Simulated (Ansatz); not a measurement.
Born–Oppenheimer molecular dynamics of C$_{2}$H$_{6}$FPS (11 atoms, charge 0, multiplicity 1). It starts at the highest image of a converged band. Of that band: Neighbouring images differ by up to 1.8 eV, so the band resolves the path poorly. A vibrational analysis at the climbing image gives one clearly imaginary mode, 1104i cm⁻¹: a first-order saddle point.

Computed with Ansatz, RKS PBE0/def2-SVP.

- ensemble: NVE (velocity Verlet)
- time step: 0.5 fs
- steps asked: 200
- starting velocities drawn for: 100 K
- seed: 3343

First frame:

```xyz
11
Properties=species:S:1:pos:R:3
C 0.844 -1.133 0.598
C -0.368 -0.340 0.949
F -1.487 -1.077 0.833
S -0.539 1.323 0.539
P -0.650 2.010 -1.834
H 0.916 -2.020 1.247
H 1.764 -0.544 0.705
H 0.780 -1.493 -0.448
H 0.394 1.088 1.589
H 0.226 0.946 -2.219
H -1.814 1.181 -1.937
```

Q: How far do the bonds stretch over the last three quarters of this one trajectory? (Pairs bonded in most of those frames.)

A: 
```
  bond  mean (Å)  spread (Å)  shortest  longest
 C1–C2     1.524       0.056      1.42     1.65
 C1–H6     1.105       0.011      1.08     1.12
 C1–H7     1.100       0.003      1.10     1.11
 C1–H8     1.106       0.015      1.08     1.15
 C2–F3     1.385       0.069      1.27     1.52
 C2–S4     1.926       0.171      1.69     2.19
 C2–H9     1.228       0.172      0.90     1.55
 S4–P5     2.195       0.171      1.92     2.45
P5–H10     1.431       0.003      1.42     1.44
P5–H11     1.430       0.014      1.41     1.45
```

Mean temperature of the second half: 1672 K. The conserved energy stayed within 2.3 meV per atom of its start (net change -0.11 meV per atom), so there is no drift, though single steps change it by up to 25 meV in the whole system, a sign of fast motions only just resolved. The kinetic energy rose, since the run started high on the potential surface and went downhill. A run of 0.1 ps of so small a system gives no equilibrium averages. The orbitals stay closed-shell, which can raise the energy where a bond breaks towards radicals; this wasn't checked here.

Run time: 3.5 min on 2 threads of AMD EPYC 9R45 96-Core Processor (Zen 5) (shared host), peak memory 0.26 GiB.
